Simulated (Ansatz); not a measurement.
Run this with Ansatz 0.2.0, Python API and show what comes out.

Script `h2osi_field.py`:
```python
'''Dipole of H2OSi in the field of point charges.'''

from dataclasses import dataclass
import warnings

import ansatz as az
from ase import Atoms
import numpy as np


@dataclass
class Settings:
    basis_set: str = 'aug-cc-pVDZ'
    xc: str = 'pbe'


settings = Settings()

warnings.simplefilter('ignore', az.DeckWarning)

atoms = Atoms(['O', 'Si', 'H', 'H'], positions=[
    [-0.28145, 0.41089, 1.46164],
    [-0.00754, 0.01094, 0.03795],
    [0.43073, -1.312, -0.38447],
    [-0.14173, 0.89018, -1.11512],
])
mol = az.Crystal.molecule_from_ase(atoms)

model = (
    mol.calculation()
    .basis(gaussian=settings.basis_set)
    .functional(settings.xc)
    .forces()
)
# charges +q and -q at -R and +R make a nearly even field 2 k q / R^2 at the centre
centre = np.mean([site.position_ang for site in mol.cartesian_sites], axis=0)
field = 2 * 14.399645 * 4.0 / 30.0 ** 2


def dipole(axis, sign):
    arm = 30.0 * np.eye(3)[axis]
    pair = [{'charge': sign * 4.0, 'position_ang': (centre - arm).tolist()}, {'charge': -sign * 4.0, 'position_ang': (centre + arm).tolist()}]
    deck = model.input().set(az.key.basis.gaussian.point_charges, pair)
    return np.array(az.Session.from_dict(deck).plan().execute().report['charge_distribution']['dipole_moment_e_ang'])


print(f'field {field:.4f} V/A')
alpha = np.array([(dipole(axis, 1) - dipole(axis, -1)) / (2 * field) * 14.399645 for axis in range(3)])
print('polarisability tensor (A^3)')
print(np.array2string(alpha, precision=3, suppress_small=True))
print(f'mean {np.trace(alpha) / 3:.3f} A^3 = {np.trace(alpha) / 3 / 0.14818471:.2f} bohr^3')
```

Running `python h2osi_field.py` prints:
```text
field 0.1280 V/A
polarisability tensor (A^3)
[[ 3.829 -0.269 -0.233]
 [-0.271  4.575  0.193]
 [-0.234  0.192  5.365]]
mean 4.590 A^3 = 30.97 bohr^3
```

Caveats:
- These settings explore the input space; basis and method may be short of convergence.
- The geometry is a force-field or estimated start, not a minimum of this method, and the basis set is short of its limit. The field of two point charges is only nearly even.
- Wall time of the script: 3.9 s on 1 thread of Intel(R) Xeon(R) 6975P-C (Granite Rapids) (shared host), peak memory 0.17 GiB.
